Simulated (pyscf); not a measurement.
7 gas-phase steps of one pattern: four-centre exchange on the singlet surface, H–H, N–Si/Ge/Sn broken and H–N, H–Si/Ge/Sn formed. Structures and frequencies: ωB97X-D3(BJ)/def2-SVP in PySCF. Electronic energies in kcal/mol, from the separated reactants; ΔE‡ and ΔE at ωB97M-D3(BJ)/def2-TZVP. Rows were drawn at random from the steps of this pattern with a verified saddle, stable references and no exit in the data more than 5 kcal/mol lower.

| row | step | ΔE | ΔE‡ |
|---|---|---|---|
| 1 | H₃Si–NH–B(Cl)–Cl + H₂ -> H₂N–B(Cl)–Cl + SiH₄ | +4.6 | 60.5 |
| 2 | H₂N–SiH₂–NH₂ + H₂ → H₂N–SiH₃ + NH₃ | +10.6 | 43.7 |
| 3 | H₂N–SiH₂–Cl + H₂ → H₃Si–Cl + NH₃ | +10.8 | ? |
| 4 | H₂N–SiH₂–O–SiH₃ + H₂ → H₃Si–O–SiH₃ + NH₃ | +11.7 | 47.8 |
| 5 | H₂N–SiH(OH)–OH + H₂ → HO–SiH₂–OH + NH₃ | +12.6 | 43.7 |
| 6 | HB=N–SiH₃ + H₂ -> HB=NH + SiH₄ | +13.4 | 66.2 |
| 7 | H₂N–SiH(OH)–F + H₂ -> HO–SiH₂–F + NH₃ | +13.6 | 49.1 |

### Question
From a straight line through the complete rows, estimate the missing barrier and say how far the line can be trusted.

### Answer
Over the 6 complete rows the means are +11.1 (ΔE) and 51.8 (ΔE‡); least squares gives b = -0.72 and a = 59.8 kcal/mol, with residuals of 8.2 kcal/mol (root mean square; largest 16.0, row 6). For row 3: 59.8 + -0.72 × (+10.8) = 52.0 kcal/mol. The computed barrier is 51.0 kcal/mol, 1.0 under the line. The scatter is large against the spread of the barriers, so the line says little here. Each barrier is that of the saddle found.
